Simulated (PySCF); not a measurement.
Scan of BF3, singlet: umbrella (inversion) coordinate, bond length relaxed. Scanned: angle between the B-F bonds and the threefold axis (90 = planar). Other coordinates (B-F bond length) were minimised at B3LYP/def2-TZVP.

Level of theory: CCSD(T) on RHF/cc-pVDZ, 4 core orbitals frozen (PySCF).

Scanned values (°): 90, 93, 96, 99, 102, 105, 108, 111, 114, 117, 120, 123, 126, 129, 132.

Task: Describe the profile: where are the wells and the tops?

Result: Lower than their neighbours: 90° (0.000 eV, end of the scan). Higher than their neighbours: 132° (9.799 eV, end of the scan). The whole profile spans 9.799 eV.
